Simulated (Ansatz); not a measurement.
`NC(N)=NC=O` and `N/C(O)=N\C=O` differ in one atom or group.

Ansatz, PBE0-D4/def2-TZVP geometries, multiplicity 1. Each molecule was computed in one conformer, which needn't be the lowest.

```json
{"property": "size of the dipole moment (PBE/def2-TZVPP) / D", "`NC(N)=NC=O`": "5.01"}
{"property": "HOMO–LUMO gap (ωB97M-V/def2-TZVPP) / eV", "`NC(N)=NC=O`": "11.17"}
{"property": "HOMO energy (ωB97M-V/def2-TZVPP) / eV", "`NC(N)=NC=O`": "-9.45"}
{"property": "LUMO energy (PBE/def2-TZVPP) / eV", "`NC(N)=NC=O`": "-1.42"}
{"property": "LUMO energy (ωB97M-V/def2-TZVPP) / eV", "`NC(N)=NC=O`": "1.73"}
{"property": "HOMO–LUMO gap (PBE/def2-TZVPP) / eV", "`NC(N)=NC=O`": "4.09"}
```

**Question.** Give the same properties after the change, and the shifts. (An estimate is asked.)

**Answer.** The calculation gave: 
| property | `N/C(O)=N\C=O` | shift |
| --- | --- | --- |
| size of the dipole moment (PBE/def2-TZVPP) / D | 2.80 | -2.21 |
| HOMO–LUMO gap (ωB97M-V/def2-TZVPP) / eV | 11.42 | 0.25 |
| HOMO energy (ωB97M-V/def2-TZVPP) / eV | -9.95 | -0.50 |
| LUMO energy (PBE/def2-TZVPP) / eV | -1.77 | -0.35 |
| LUMO energy (ωB97M-V/def2-TZVPP) / eV | 1.48 | -0.25 |
| HOMO–LUMO gap (PBE/def2-TZVPP) / eV | 4.13 | 0.04 |

With PBE0 the HOMO falls by 0.41 eV and the LUMO falls by 0.33 eV, so the gap widens by about 0.08 eV. PBE moves the HOMO by -0.39 eV and ωB97M-V by -0.50 eV. The zero-point energy changes by -30.6 kJ/mol with -3 modes. Dipoles are sizes alone; their direction can turn.

Positive LUMOs are unbound, so they and the gaps depend on the basis.
